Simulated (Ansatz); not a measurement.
Geometry optimisation, UKS B3LYP-D4/STO-3G in Ansatz 0.2.0.

input.yaml

```yaml
crystal:
  periodic: [false, false, false]
  atoms:
    - { symbol: B, position_ang: [-1.34959, -0.26255, -0.39602] }
    - { symbol: C, position_ang: [0.10492, 0.0771, 0.02884] }
    - { symbol: O, position_ang: [0.94376, -1.03847, 0.32719] }
    - { symbol: H, position_ang: [-2.1544, 0.5288, -0.67079] }
    - { symbol: H, position_ang: [0.57267, 0.67432, -0.77531] }
    - { symbol: H, position_ang: [0.06368, 0.74237, 0.91079] }
    - { symbol: H, position_ang: [1.81897, -0.72157, 0.57529] }
magnetization:
  spin_polarized: true
  initial_magnetization: 1
basis:
  gaussian: { orbitals: STO-3G }
hamiltonian:
  xc: b3lyp
  dispersion: d4
relax:
  f_tol: 0.02
  max_steps: 50
output:
  orbitals: {}
```

Command:

```bash
$ ansatz run input.yaml --threads 1 --pin off --max-ram 2048MiB --backend cpu --events-out ev --progress --plain --runs-dir out
```

Task: Where does it end, and by what steps?

Result: The run converged. Limits of this set-up: minimal basis. After 6 steps the energy has fallen by 0.259 eV; O3 moved furthest, 0.08 Å.

| step | energy less start (eV) | largest force component (eV/Å) | accepted |
| --- | --- | --- | --- |
| 0 | 0.0000 | 4.025 | yes |
| 1 | -0.2435 | 0.902 | yes |
| 2 | -0.2584 | 0.251 | yes |
| 3 | -0.2564 | 0.311 | no |
| 4 | -0.2593 | 0.047 | yes |
| 5 | -0.2592 | 0.043 | no |
| 6 | -0.2593 | 0.012 | yes |

```xyz
7
Properties=species:S:1:pos:R:3
B -1.355 -0.278 -0.399
C 0.113 0.076 0.030
O 0.936 -1.117 0.327
H -2.154 0.546 -0.668
H 0.569 0.695 -0.785
H 0.056 0.764 0.913
H 1.836 -0.686 0.582
```

Whether the end is a true minimum wasn't checked by a vibrational analysis.

Run time: 5.2 s on 1 thread of Intel(R) Xeon(R) 6975P-C (Granite Rapids), on a shared host, peak memory 0.14 GiB.
